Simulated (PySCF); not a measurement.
Reproducing measurements on methanethial

**Measured values to compare with.**

From NIST CCCBDB Release 22 (SRD 101), experimental dipoles, for the gas: dipole moment 1.647 ± 0.0014 D.

The results are set against them at the end.

Compound: methanethial, CH₂S.
Atom-mapped SMILES: `[CH2:1]=[S:2]` (hydrogens: H3, H4 on C1)

Structure used (PBE0-D3(BJ)/def2-TZVP), in Å, numbered top down from 1:
```xyz
4
CH2S angstrom
C     -0.106    0.004    0.002
S      1.484   -0.036    0.164
H     -0.616    0.812   -0.523
H     -0.752   -0.775    0.407
```

Runs made with PySCF (gas phase, on this PBE0-D3(BJ)/def2-TZVP geometry; no spin–orbit coupling):

```tsv
level	job	basis functions	wall time
PBE0-D3(BJ)/def2-TZVP, grid level 2	geometry optimisation from a GFN2-xTB start	80	6.7 s
```

Hardware: one thread of an Intel Xeon Platinum 8259CL at 2.50 GHz (shared host).

**Comparison with experiment**

**Dipole moment.** Measured: 1.647 D (NIST CCCBDB Release 22 (SRD 101), experimental dipoles).

| level | computed (D) | computed − measured (D) | % (from the printed values) |
| --- | --- | --- | --- |
| PBE0-D3(BJ)/def2-TZVP | 1.735 | +0.088 | +5 |

The computed dipoles belong to one fixed geometry; measured ones are averaged over vibrations unless marked μe. Magnitudes are compared, not signs.

No measured geometry was used, and the causes of the misses weren't examined.
